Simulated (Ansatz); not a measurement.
Basis-set limit of BSiH6, doublet

```xyz
8

B    -2.1227    0.0000    0.0000
H    -2.7195    1.0336    0.0000
H    -2.7195   -1.0336    0.0000
H    -0.9293    0.0000    0.0000
Si    0.9003    0.0000    0.0000
H     1.3502   -1.4163    0.0000
H     1.3502    0.7081   -1.2265
H     1.3502    0.7081    1.2265
```

Ansatz 0.2.0, UHF determinant, valence electrons correlated. Energies in eV.

```tsv
set	X	functions	Hartree–Fock	MP2 correlation	CCSD(T) correlation	time
def2-TZVPP	3	157	-8625.7697	-6.6416	-8.1541	6.5 s on 1 × NVIDIA H100 80GB HBM3 with 1 thread of AMD EPYC 7R13 Processor (Zen 3), with other jobs on the host
def2-QZVPP	4	307	-8626.0634	-7.0686	-8.4975	26 s on 1 × NVIDIA H100 80GB HBM3 with 1 thread of AMD EPYC 7R13 Processor (Zen 3), with other jobs on the host
```

Hartree–Fock is taken to follow E(X) = E∞ + A·exp(−7.88·√X), correlation E(X) = E∞ + B·X^−2.97.

Problem. Work out the CCSD(T) energy at the limit, and how far the shortcut misses it that extrapolates MP2 and adds CCSD(T) minus MP2 from the smaller set.

Solution. Hartree–Fock: E∞ = E4 + 0.1377·(E4 − E3) = -8626.1038. Correlation: E∞ = E4 + 0.7407·(E4 − E3) = -8.7519 for CCSD(T) and -7.3848 for MP2. The limit is -8634.8557 eV, 0.295 eV below def2-QZVPP. The shortcut gives a correlation energy of -7.3848 + (-1.5124) = -8.8973, 145 meV lower than the direct value.

Past Ne part of the Hartree–Fock step between the two sets comes from the cores, which don't follow the formula, so the 40 meV that it adds to the total can overshoot; that part largely cancels in differences.
